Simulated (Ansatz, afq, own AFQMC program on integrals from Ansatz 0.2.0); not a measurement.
# Where AFQMC and coupled cluster stand for CH2Ge, triplet

```yaml
atoms:
  - { symbol: Ge, position_ang: [0.0000, -0.0446, 0.2902] }
  - { symbol: C, position_ang: [0.0000, 0.1823, -1.6010] }
  - { symbol: H, position_ang: [0.0000, 1.5086, 0.6403] }
  - { symbol: H, position_ang: [0.0000, -0.4689, -2.4762] }
```

Connectivity, by distances: GeH–CH.

Basis cc-pVDZ. Noble-gas cores (and the filled d shells of Ga–Kr and In–Xe) are frozen. Integrals, coupled cluster, full CI and functionals: Ansatz 0.2.0; the random walks run on the same integrals in our own AFQMC program. ph-AFQMC/CISD is guided by a CISD state made of CCSD amplitudes; releasing the constraint for a short imaginary time cuts its bias at the price of noise, slowly where states lie close. Uncertainties: one standard error, sampling alone. No spin–orbit coupling.

Determinant: UHF, the one that the program's search chose, which needn't be the lowest solution. The geometry is a point of a scan.

No full CI on the walks' own integrals is used here; CCSDT(Q) serves as the reference and is uncertain by about the last step of the cluster series.

Cautions: no relativity below Rb; no spin-orbit coupling; inner d shell frozen; lower spins were not checked; the determinant is a saddle point among determinants of its kind; the ph-AFQMC/CISD walk drifts between its halves (2.1 errors).

* T1 diagnostic: 0.0335
* weight of the determinant in the CISD state: 0.863
* ⟨S²⟩ of the determinant: 2.022
* size of the correlated space: 10 electrons in 36 orbitals

| level | correlation energy (eV) |
| --- | --- |
| MP2 | -4.4178 |
| CCSD | -5.4625 |
| CCSD(T) | -5.6247 |

**Question.** Estimate where phaseless AFQMC with the Hartree–Fock trial lies against CCSD(T) on the same integrals.

**Answer.** 1.7 ± 4.4 kJ/mol below CCSD(T). The gap is under twice the noise, so this walk alone can't tell the two apart.

Reference: CCSDT(Q), correlation energy -5.680 eV. The released energy is read at 2.40 1/Eh (meV from the phaseless value at times in 1/Eh: -1 ± 13 at 0.24, -8 ± 12 at 0.51, -4 ± 9 at 0.99, -26 ± 10 at 1.62, -22 ± 18 at 2.40).

```json
{"level": "CCSD(T)", "E − E(reference) (kJ/mol)": "5.3", "share of correlation (%)": "99.03"}
{"level": "CCSDT", "E − E(reference) (kJ/mol)": "1.1", "share of correlation (%)": "99.79"}
{"level": "ph-AFQMC/HF", "E − E(reference) (kJ/mol)": "3.7 ± 4.4", "share of correlation (%)": "99.33"}
{"level": "ph-AFQMC/CISD", "E − E(reference) (kJ/mol)": "1.1 ± 1.4", "share of correlation (%)": "99.79"}
{"level": "released AFQMC", "E − E(reference) (kJ/mol)": "-1.0 ± 1.8", "share of correlation (%)": "100.18"}
```

A walk keeps the symmetry of its determinant, which the program's search chose and which needn't be the lowest solution, so a lower state of the same spin and another symmetry isn't excluded. Released energies are given only where the last usable release times agree within the noise; a slower fall can still hide under it.
